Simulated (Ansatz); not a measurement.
bcc W, treated with r²SCAN (Ansatz, an electronic-structure program, PAW).

A perfect cell of 2 atoms has -20794.6005 eV. A cell of 54 sites with one atom taken out, atoms relaxed at the host's volume, has -551053.2368 eV. Energies are extrapolated to zero smearing.

Defect cell: Run with plane-wave cutoff 500 eV, 4×4×4 k mesh, Fermi–Dirac smearing 0.1 eV, cell of 54 sites, scalar-relativistic PAW data made under PBE.

Perfect cell: Run with plane-wave cutoff 500 eV, 12×12×12 k mesh, Fermi–Dirac smearing 0.1 eV, scalar-relativistic PAW data made under PBE.

Task: Work out the vacancy formation energy, and the share of vacant sites at 2950 K if the formation entropy is left out.

Result: E_f = E(53) − 53 × E_bulk per atom = -551053.2368 − 53 × (-20794.6005/2) = 3.68 eV. With k_B T = 0.25421 eV, exp(−3.68/0.25421) = 5e-07. Before relaxation the value is 3.74 eV.

Measured, for comparison: vacancy formation energy 3.6 ± 0.2 eV (no zero-point or thermal correction, monovacancy, our sources range from 3.60 to 4.60; as tabulated in J. N. Mundy, S. T. Ockers, L. C. Smedskjaer, Vacancy migration enthalpy in …).

The cell is finite, so the vacancy feels its images.

Note: energies are extrapolated to zero smearing, and mesh and cell size move such values by some hundredths of an eV or more.
